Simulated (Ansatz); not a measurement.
## C–SiH–Cl, triplet: reading a ladder of total energies

Geometry: a PBE0/def2-TZVP stationary point for this spin, not checked as a minimum.

```yaml
atoms:
  - { symbol: C, position_ang: [0.0000, -0.6614, 2.1374] }
  - { symbol: Si, position_ang: [0.0000, 0.4102, 0.6768] }
  - { symbol: Cl, position_ang: [0.0000, -0.1549, -1.2791] }
  - { symbol: H, position_ang: [0.0000, 1.8982, 0.6640] }
```

Basis cc-pVDZ; Ansatz 0.2.0. Only valence electrons are correlated (noble-gas cores frozen), which leaves 16 electrons in 44 orbitals. R marks a restricted (for open shells ROHF) determinant, U an unrestricted one.

Full CI isn't at hand for all of this; UCCSDT(Q) serves as the reference, and is uncertain by about the last step of the cluster series.

The cluster runs stand on a determinant 0.12 eV above the lowest UHF solution, chosen by trial CCSD; the correlation energy below is counted from it.

Runs differ by some tens of microhartree through their thresholds and, for an open shell, their frozen cores, so steps under 0.03 kcal/mol mean nothing.

| level | total energy (hartree) |
| --- | --- |
| UHF determinant under the cluster runs | -786.746870 |
| UMP2 | -787.047193 |
| UCCSD | -787.088564 |
| UCCSD(T) | -787.099645 |
| UCCSDT | -787.101421 |
| UCCSDT(Q) | -787.102434 |

Task: What is the correlation energy at UCCSDT(Q), and what share of it do UMP2 and UCCSD recover?

Result: E(corr) = -787.102434 − (-786.746870) = -0.355564 hartree = -9.675 eV. UMP2: -0.300323 / -0.355564 = 84.46 %. UCCSD: -0.341694 / -0.355564 = 96.10 %.

Task: By how many kcal/mol does UCCSD(T) miss UCCSDT(Q) (1 hartree = 627.509 kcal/mol), and which steps make up the rest?

Result: -787.099645 − (-787.102434) = 0.002789 hartree = 1.75 kcal/mol. Steps: UCCSDT − UCCSD(T) = -1.11, UCCSDT(Q) − UCCSDT = -0.64 kcal/mol. Differences between like states or geometries often cancel part of this.
